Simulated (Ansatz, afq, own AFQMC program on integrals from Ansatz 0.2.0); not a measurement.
AlGaCl, quartet → AlGaCl⁺, triplet

```yaml
atoms:
  - { symbol: Cl, position_ang: [0.0000, 0.0000, -2.1660] }
  - { symbol: Al, position_ang: [0.0000, 0.0000, -0.0752] }
  - { symbol: Ga, position_ang: [0.0000, 0.0000, 2.2412] }
```

Connectivity, by distances: Cl–Al–Ga.

E(triplet, charge +1) − E(quartet, charge +0) at this geometry, on UHF and UHF determinants.

Basis cc-pVDZ. Noble-gas cores (and the filled d shells of Ga–Kr and In–Xe) are frozen. Integrals, coupled cluster, full CI and functionals: Ansatz 0.2.0; the random walks run on the same integrals in our own AFQMC program. The CISD trial takes its coefficients from CCSD amplitudes. Released means that phaseless walkers are propagated on without the constraint, phases kept. Uncertainties: one standard error, sampling alone. No spin–orbit coupling. The errors of all members are added in quadrature.

No full CI on the walks' own integrals is used here; CCSDT(Q) serves as the reference and is uncertain by about the last step of the cluster series. Each member takes its own surest rung, up to full CI.

Errors are counted within cc-pVDZ, not against nature.

Cautions: inner d shell frozen; no relativity below Rb; no spin-orbit coupling; AlGaCl (quartet): another spin lies lower; AlGaCl⁺ (triplet): lower spins were not checked; this needn't be the first ionization.

Reference (CCSDT(Q)): 160.7 kcal/mol.

| level | vertical ionization energy (kcal/mol) | error against CCSDT(Q) (kcal/mol) |
| --- | --- | --- |
| HF | 150.8 | -9.8 |
| MP2 | 159.6 | -1.0 |
| CCSD | 159.9 | -0.8 |
| CCSD(T) | 160.5 | -0.2 |
| CCSDT | 160.6 | -0.1 |
| ph-AFQMC/HF | 161.1 ± 1.7 | 0.4 ± 1.7 |
| ph-AFQMC/CISD | 160.6 ± 0.4 | -0.1 ± 0.4 |
| released AFQMC | 160.0 ± 0.6 | -0.6 ± 0.6 |

Correlation beyond CCSD(T) adds 0.2 kcal/mol. The perturbative (T) step is worth +0.6 kcal/mol.

A walk keeps the symmetry of its determinant, which the program's search chose and which needn't be the lowest solution, so a lower state of the same spin and another symmetry isn't excluded. Released energies are given only where the last usable release times agree within the noise; a slower fall can still hide under it.
